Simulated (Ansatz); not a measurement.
Reaction (substitution at a C–O bond): `OCC#CS` + CH₃NH₂ → `CNCC#CS` + H₂O

Computed with Ansatz on PBE0-D4/def2-TZVP structures; ΔE is electronic, products minus reactants. CCSD(T)/CBS adds triple-zeta CCSD(T) − MP2 to the extrapolated MP2 energy (def2 sets, frozen cores). This one scheme is used for every species. Functionals use def2-TZVPP. Each species was taken in one conformer, which may not be the lowest.

`OCC#CS`:

Cartesian coordinates in Å:
```
O 0.146 2.131 0.061
C -0.660 1.043 0.462
C -0.161 -0.255 0.039
C 0.262 -1.321 -0.338
S 0.758 -2.795 -0.961
H 0.346 2.024 -0.872
H -0.706 1.083 1.554
H -1.691 1.153 0.096
H 1.705 -3.061 -0.041
```

CH₃NH₂:

Z-matrix (Å, degrees):
```
C
N 1 1.453
H 1 1.092 2 109.4
H 1 1.100 2 115.4 3 -121.6
H 1 1.092 2 109.4 3 116.8
H 2 1.012 1 110.6 3 62.6
H 2 1.012 1 110.6 3 -179.3
```

`CNCC#CS`:

Cartesian coordinates in Å:
```
C -1.492 -0.055 1.769
N -0.434 -0.442 0.863
C -0.120 0.603 -0.093
C 0.823 0.166 -1.105
C 1.598 -0.205 -1.952
S 2.569 -0.737 -3.211
H -2.419 0.267 1.265
H -1.153 0.775 2.395
H -1.732 -0.889 2.430
H -0.681 -1.287 0.364
H 0.307 1.454 0.453
H -1.016 0.996 -0.609
H 3.750 -0.645 -2.570
```

H₂O:

Cartesian coordinates in Å:
```
O 0.182 -0.288 0.187
H 0.369 0.652 0.239
H -0.551 -0.363 -0.426
```

```tsv
level	ΔE (kJ/mol)	difference from CCSD(T)/CBS
PBE-D4	-23.0	8.5
BLYP-D4	-20.9	10.6
r2SCAN0-D4	-25.2	6.3
BHLYP-D4	-23.5	8.0
ωB97M-V	-24.5	7.0
B2PLYP	-22.5	9.0
PBE0	-22.0	9.5
r2SCANh	-22.4	9.1
CAM-B3LYP	-19.2	12.3
CCSD/CBS(def2)	-30.3	1.2
CCSD(T)/CBS	-31.5	0
```

Largest T1 diagnostic among the species: 0.012.

At CCSD(T), def2-SVP lies +8.0 kJ/mol from the extrapolated value and def2-TZVPP +3.3 kJ/mol. From BLYP to BHLYP (50 % exact exchange), in def2-TZVPP and without D4, ΔE moves by −5.9 kJ/mol. The D4 term adds −5.9 kJ/mol with B3LYP and −3.4 kJ/mol with PBE0; it sums over pairs of atoms, weighted by their polarisabilities, and B3LYP, whose exchange is more repulsive, gets the larger term.

B3LYP here is the variant with VWN-RPA as its local correlation; programs differ in this.
